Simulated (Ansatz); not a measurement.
`[CH3][AlH][CH3]` → `[CH3][AlH2]` + `[CH2]` (triplet)  (formal loss of a carbene)

Gas-phase electronic energies from Ansatz, PBE0-D4/def2-TZVP geometries. CBS: MP2 limit from def2 TZ/QZ plus the TZ coupled-cluster correction, frozen cores. This one scheme is used for every species. DFT in def2-TZVPP. Triplets are unrestricted, without spin–orbit coupling.

`[CH3][AlH][CH3]`:

```xyz
10

C    -0.880    0.939    1.152
Al    0.303   -0.460    0.473
C     0.685   -0.626   -1.436
H    -0.550    1.930    0.819
H    -0.951    0.957    2.242
H    -1.893    0.809    0.755
H     0.968   -1.506    1.477
H     0.230    0.162   -2.041
H     1.764   -0.616   -1.624
H     0.323   -1.588   -1.817
```

`[CH3][AlH2]`:

Z-matrix (Å, degrees):
```
C
Al 1 1.950
H 1 1.093 2 112.5
H 1 1.093 2 112.6 3 123.1
H 1 1.097 2 109.5 3 -118.4
H 2 1.590 1 120.6 3 29.8
H 2 1.590 1 120.6 3 -151.5
```

`[CH2]` (triplet):

Z-matrix (Å, degrees):
```
C
H 1 1.079
H 1 1.079 2 134.9
```

CCSD(T)/CBS gives +4.97 eV.

(1) Another level gave +4.88 eV. Which?
A. BLYP-D4/def2-TZVPP
B. ωB97X-V/def2-TZVPP
C. r2SCANh/def2-TZVPP
D. BHLYP/def2-TZVPP

Largest T1 diagnostic among the species: 0.011.

Results:

(1) A. BLYP-D4 4.88, BHLYP 4.69, r2SCANh 4.73, ωB97X-V 5.05 eV.

In def2-TZVPP, CCSD(T) changes the Hartree–Fock value by +1.47 eV (the triples alone add +0.12 eV) and MP2 by +1.62 eV. At CCSD(T), def2-SVP lies −0.31 eV from the extrapolated value and def2-TZVPP −0.13 eV.
